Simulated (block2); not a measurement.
# DMRG/pcseg-1 (start occupation bias 0.2) run of NH+ (SMILES [NH+])

Aim: a single-point energy of NH+. 

The calculation is run with block2 0.5.4.

3 further runs of the same task are left out: 1 that didn't finish, 2 set aside as unsound or not needed.

## 1. The molecule

NH+ has 2 atoms, charge +1, and is taken as a doublet. As SMILES, `[NH+]`. The shape is that of a GFN2-xTB optimisation.

Bond lengths: N1–H2 1.093 Å.

## 2. The energy at DMRG/pcseg-1 (start occupation bias 0.2)

Input file prepare.py:

```python
from pyscf import ao2mo, gto, mcscf, mp, scf
from pyscf.tools import fcidump

geom = """
N
H 1 1.09265
"""
mol = gto.M(
    atom=geom,
    basis="pcseg-1",
    charge=1,
    spin=1,
    verbose=4,
    max_memory=2000,
)
print("basis functions         : %d" % (mol.nao))
mf = scf.ROHF(mol)
mf.conv_tol = 1e-10
mf.max_cycle = 200
mf.kernel()
if not mf.converged:
    mf = mf.newton().run(mf.mo_coeff, mf.mo_occ)
print(f"E(HF)                   : {mf.e_tot:.10f}")
occ_no, mo = mcscf.addons.make_natural_orbitals(mp.MP2(mf.to_uhf(), frozen=1).run())
mf.mo_coeff = mo
cas = mcscf.CASCI(mf, 18, 5)
h1, ecore = cas.get_h1eff()
fcidump.from_integrals("FCIDUMP", h1, cas.get_h2eff(), 18, 5, nuc=ecore, ms=1)
ci = mcscf.CASCI(mf, 18, (3, 2))
ci.fix_spin_(ss=0.75)
ci.fcisolver.conv_tol = 1e-10
ci.fcisolver.max_cycle = 200
ci.kernel()
print("FCI energy              : %.10f" % (ci.e_tot))
```

Input file dmrg.conf:

```
sym c1
orbitals FCIDUMP
nelec 5
spin 1
irrep 1
occ 2 2 1 0 0 0 0 0 0 0 0 0 0 0 0 0 0 0
cbias 0.2
schedule
0 10 1E-07 1E-04
3 50 1E-07 1E-04
6 70 1E-07 1E-05
8 70 1E-08 0.0
end
maxiter 14
sweep_tol 1E-06
fiedler
mem 1g
num_thrds 1
prefix ./tmp
outputlevel 1
onepdm
```

Launch:

```sh
$ python prepare.py && block2main dmrg.conf
```

What it wrote:

```text
$ python prepare.py

[INPUT] verbose = 4
[INPUT] num. atoms = 2
[INPUT] num. electrons = 7
[INPUT] charge = 1
[INPUT] spin (= nelec alpha-beta = 2S) = 1
[INPUT] symmetry False subgroup None
[INPUT] Mole.unit = angstrom
[INPUT] Symbol           X                Y                Z      unit          X                Y                Z       unit  Magmom
[INPUT]  1 N      0.000000000000   0.000000000000   0.000000000000 AA    0.000000000000   0.000000000000   0.000000000000 Bohr   0.0
[INPUT]  2 H      1.092650000000   0.000000000000   0.000000000000 AA    2.064809250006   0.000000000000   0.000000000000 Bohr   0.0

nuclear repulsion = 3.39014366580332
number of shells = 5
number of NR pGTOs = 32
number of NR cGTOs = 19
basis = pcseg-1
ecp = {}
CPU time:         1.22
basis functions         : 19

******** <class 'pyscf.scf.rohf.ROHF'> ********
method = ROHF
initial guess = minao
damping factor = 0
level_shift factor = 0
DIIS = <class 'pyscf.scf.diis.CDIIS'>
diis_start_cycle = 1
diis_space = 8
diis_damp = 0
SCF conv_tol = 1e-10
SCF conv_tol_grad = None
SCF max_cycles = 200
direct_scf = True
direct_scf_tol = 1e-13
chkfile to save SCF result = tmppolwea9d
max_memory 2000 MB (current use 105 MB)
num. doubly occ = 3  num. singly occ = 1
Set gradient conv threshold to 1e-05
init E= -54.4163440542466

WARN: HOMO -0.188495463487611 >= LUMO -0.18849546348762

cycle= 1 E= -54.3348666332359  delta_E= 0.0815  |g|= 0.609  |ddm|= 0.951
  HOMO = -0.847288307830294  LUMO = -0.571390497272162  gap/eV = 7.50756
cycle= 2 E= -54.4642364704382  delta_E= -0.129  |g|= 0.156  |ddm|= 0.566
  HOMO = -0.648495380696224  LUMO = -0.397778112150633  gap/eV = 6.82236
cycle= 3 E= -54.4702515531219  delta_E= -0.00602  |g|= 0.0173  |ddm|= 0.11
  HOMO = -0.64533439901647  LUMO = -0.392673304605368  gap/eV = 6.87526
cycle= 4 E= -54.4703958428679  delta_E= -0.000144  |g|= 0.00308  |ddm|= 0.0207
  HOMO = -0.643889292547369  LUMO = -0.392113948607  gap/eV = 6.85116
cycle= 5 E= -54.4704001813404  delta_E= -4.34e-06  |g|= 0.000417  |ddm|= 0.00353
  HOMO = -0.64393225365477  LUMO = -0.392107521624368  gap/eV = 6.85250
cycle= 6 E= -54.4704002870954  delta_E= -1.06e-07  |g|= 5.72e-05  |ddm|= 0.000495
  HOMO = -0.64393384906271  LUMO = -0.392104416619413  gap/eV = 6.85263
cycle= 7 E= -54.4704002890847  delta_E= -1.99e-09  |g|= 4.87e-06  |ddm|= 6.9e-05
  HOMO = -0.643934493355129  LUMO = -0.392104812147282  gap/eV = 6.85263
cycle= 8 E= -54.4704002890982  delta_E= -1.35e-11  |g|= 3.39e-07  |ddm|= 6.11e-06
  HOMO = -0.643934575291472  LUMO = -0.392104861109503  gap/eV = 6.85264
Extra cycle  E= -54.4704002890982  delta_E= -4.26e-14  |g|= 7.97e-08  |ddm|= 4.16e-07
converged SCF energy = -54.4704002890982
E(HF)                   : -54.4704002891

******** <class 'pyscf.mp.ump2.UMP2'> ********
nocc = (np.int64(3), np.int64(2)), nmo = (18, 18)
frozen orbitals 1
max_memory 2000 MB (current use 122 MB)
E(UMP2) = -54.5588013765719  E_corr = -0.0884010874736461
E(SCS-UMP2) = -54.5654231115938  E_corr = -0.0950228224955461
E_corr(same-spin) = -0.0127597874686491
E_corr(oppo-spin) = -0.075641300004997

******** <class 'pyscf.mcscf.casci.CASCI'> ********
CAS (3e+2e, 18o), ncore = 1, nvir = 0
natorb = False
canonicalization = True
sorting_mo_energy = False
max_memory 2000 MB (current use 123 MB)
******** <class 'pyscf.fci.addons.SpinPenaltyFCISolver'> ********
max. cycles = 200
conv_tol = 1e-10
davidson only = True
linear dependence = 1e-12
level shift = 0.001
max iter space = 12
max_memory 2000 MB
nroots = 1
pspace_size = 400
spin = None
Density matrix diagonal elements [1.95832989e+00 1.93284979e+00 9.93296581e-01 2.82605182e-02
 5.47765827e-02 7.62431852e-03 5.70878981e-03 4.09523333e-03
 4.36687446e-03 3.64734071e-03 2.59137255e-03 1.96044026e-03
 8.05078091e-04 5.14827692e-04 3.93287330e-04 3.96939041e-04
 3.24544824e-04 5.75847498e-05]
CASCI converged
CASCI E = -54.5905225011717  E(CI) = -12.2961496285121  S^2 = 0.7500000
FCI energy              : -54.5905225012

$ block2main dmrg.conf

********************************** INPUT START **********************************
sym                                                             c1
orbitals                                                   FCIDUMP
nelec                                                            5
spin                                                             1
irrep                                                            1
occ                            2 2 1 0 0 0 0 0 0 0 0 0 0 0 0 0 0 0
cbias                                                          0.2
maxiter                                                         14
sweep_tol                                                    1E-06
fiedler
mem                                                             1g
num_thrds                                                        1
prefix                                                       ./tmp
outputlevel                                                      1
onepdm
schedule                  Sweep   0-   2 : Mmps =    10 Noise =    0.0001 DavTol =     1e-07
                          Sweep   3-   5 : Mmps =    50 Noise =    0.0001 DavTol =     1e-07
                          Sweep   6-   7 : Mmps =    70 Noise =     1e-05 DavTol =     1e-07
                          Sweep   8-  13 : Mmps =    70 Noise =         0 DavTol =     1e-08
********************************** INPUT END   **********************************

SPIN ADAPTED - REAL DOMAIN - DOUBLE PREC
qc mpo type =  QCTypes.Conventional
 UseMainStack = 0 MinDiskUsage = 1 MinMemUsage = 0 IBuf = 0 OBuf = 0
 FPCompression: prec = 1.00e-16 chunk = 1024
 IMain = 0 B / 66.8 MB DMain = 0 B / 343 MB ISeco = 0 B / 28.6 MB DSeco = 0 B / 515 MB
 OpenMP = 1 TBB = 0 BLIS = 0 MKL = GNU 2024.0.2 SeqType = Tasked AlignType = None MKLIntLen = 4
 THREADING = 2 layers : Global | Operator BatchedGEMM
 NUMBER : Global = 1 Operator = 1 Quanta = 0 MKL = 1
 COMPLEX = 1 SINGLE-PREC = 1 KSYMM = 0
using fiedler reorder =  [17 13 12  3 14  8 15  1  0 11  5  7  4  6  2  9 16 10]
read integral finished 0.04208457200002158
integral sym error =            0
MinMPOMemUsage =  False
MPS =  CCRRRRRRRRRRRRRRRR 0 2 < N=5 S=1/2 PG=0 >
GS INIT MPS BOND DIMS =       1     3    10    13    14    15    15    15    16    15    16    16    16    15    15    13    14     4     1
pre-mpo memory usage =  168 MB
build mpo start ...
build mpo finished ... Tread = 0.000 Twrite = 0.000 T = 0.062
simpl mpo start ...
simpl mpo finished ... Tread = 0.000 Twrite = 0.000 T = 0.181
GS MPO BOND DIMS =      23    30    41    56    75    98   125   156   191   156   125    98    75    56    41    30    22     1
build 1pdm mpo 0.36810321900020426
build identity mpo 0.37243540600002234
memory usage =  197 MB
para mpo finished 0.3737844780002888
env init finished 0.5699895430002471

Sweep =    0 | Direction =  forward | Bond dimension =   10 | Noise =  1.00e-04 | Dav threshold =  1.00e-07
Time elapsed =      0.788 | E =     -53.7324267865 | DW = 7.61241e-05

Sweep =    1 | Direction = backward | Bond dimension =   10 | Noise =  1.00e-04 | Dav threshold =  1.00e-07
Time elapsed =      1.355 | E =     -54.0346204801 | DE = -3.02e-01 | DW = 1.85013e-04

Sweep =    2 | Direction =  forward | Bond dimension =   10 | Noise =  1.00e-04 | Dav threshold =  1.00e-07
Time elapsed =      1.995 | E =     -54.5356931683 | DE = -5.01e-01 | DW = 1.01303e-04

Sweep =    3 | Direction = backward | Bond dimension =   50 | Noise =  1.00e-04 | Dav threshold =  1.00e-07
Time elapsed =      2.935 | E =     -54.5679500233 | DE = -3.23e-02 | DW = 3.54536e-07

Sweep =    4 | Direction =  forward | Bond dimension =   50 | Noise =  1.00e-04 | Dav threshold =  1.00e-07
Time elapsed =      4.829 | E =     -54.5898887872 | DE = -2.19e-02 | DW = 7.64255e-06

Sweep =    5 | Direction = backward | Bond dimension =   50 | Noise =  1.00e-04 | Dav threshold =  1.00e-07
Time elapsed =      6.367 | E =     -54.5902288108 | DE = -3.40e-04 | DW = 2.98452e-05

Sweep =    6 | Direction =  forward | Bond dimension =   70 | Noise =  1.00e-05 | Dav threshold =  1.00e-07
Time elapsed =      8.124 | E =     -54.5904129486 | DE = -1.84e-04 | DW = 1.58982e-06

Sweep =    7 | Direction = backward | Bond dimension =   70 | Noise =  1.00e-05 | Dav threshold =  1.00e-07
Time elapsed =     10.067 | E =     -54.5904315246 | DE = -1.86e-05 | DW = 3.88130e-06

Sweep =    8 | Direction =  forward | Bond dimension =   70 | Noise =  0.00e+00 | Dav threshold =  1.00e-08
Time elapsed =     12.119 | E =     -54.5904427646 | DE = -1.12e-05 | DW = 1.53419e-06

Sweep =    9 | Direction = backward | Bond dimension =   70 | Noise =  0.00e+00 | Dav threshold =  1.00e-08
Time elapsed =     13.778 | E =     -54.5904498231 | DE = -7.06e-06 | DW = 2.63045e-06

Sweep =   10 | Direction =  forward | Bond dimension =   70 | Noise =  0.00e+00 | Dav threshold =  1.00e-08
Time elapsed =     15.653 | E =     -54.5904497946 | DE = 2.85e-08 | DW = 1.60101e-06

Final canonical form =  LLLLLLLLLLLLLLLLLC 16
DMRG Energy =  -54.590449794643568
npdm string = ['(C+D)0']

Build NPDM MPO | Nsites =    18 | Nmaxops =  2 | SymbolFree = T | Cutoff = 0.00e+00
 Site =     0 /    18 .. L =        4 R =        1 M =            0 Tmid = 0.000 T = 0.000
 Site =     1 /    18 .. L =        4 R =       35 M =           35 Tmid = 0.000 T = 0.000
 Site =     2 /    18 .. L =        4 R =       33 M =           33 Tmid = 0.000 T = 0.000
 Site =     3 /    18 .. L =        4 R =       31 M =           31 Tmid = 0.000 T = 0.000
 Site =     4 /    18 .. L =        4 R =       29 M =           29 Tmid = 0.000 T = 0.000
 Site =     5 /    18 .. L =        4 R =       27 M =           27 Tmid = 0.000 T = 0.000
 Site =     6 /    18 .. L =        4 R =       25 M =           25 Tmid = 0.000 T = 0.000
 Site =     7 /    18 .. L =        4 R =       23 M =           23 Tmid = 0.000 T = 0.000
 Site =     8 /    18 .. L =        4 R =       21 M =           21 Tmid = 0.000 T = 0.000
 Site =     9 /    18 .. L =        4 R =       19 M =           19 Tmid = 0.000 T = 0.000
 Site =    10 /    18 .. L =        4 R =       17 M =           17 Tmid = 0.000 T = 0.000
 Site =    11 /    18 .. L =        4 R =       15 M =           15 Tmid = 0.000 T = 0.000
 Site =    12 /    18 .. L =        4 R =       13 M =           13 Tmid = 0.000 T = 0.000
 Site =    13 /    18 .. L =        4 R =       11 M =           11 Tmid = 0.000 T = 0.000
 Site =    14 /    18 .. L =        4 R =        9 M =            9 Tmid = 0.000 T = 0.000
 Site =    15 /    18 .. L =        4 R =        7 M =            7 Tmid = 0.000 T = 0.000
 Site =    16 /    18 .. L =        4 R =        5 M =            5 Tmid = 0.000 T = 0.000
 Site =    17 /    18 .. L =        1 R =        4 M =            4 Tmid = 0.000 T = 0.000
Ttotal =      0.001

Expectation | Direction = backward | BRA bond dimension =   70 | KET bond dimension =   70
Time elapsed =      0.195
NPDM Sorting | Nsites =    18 | Nmaxops =  2 | DotSite = 2 | SymbolFree = T | Compressed = T | LowMem = F | Mem = 2.53 KB
Ttotal =      0.000

DMRG OCC =   1.958 1.933 0.053 0.028 0.956 0.007 0.002 0.024 0.003 0.003 0.003 0.003 0.001 0.001 0.000 0.001 0.021 0.000
```

Run time: 30 s. Hardware: 1 thread of Intel Xeon at 2.50GHz (Skylake/Cascade Lake), shared host; peak memory 0.22 GiB.

## 3. Outcome

At DMRG/pcseg-1 (start occupation bias 0.2), 1 core orbital frozen:

| quantity | value |
| --- | --- |
| total energy | -54.59045 Eh |
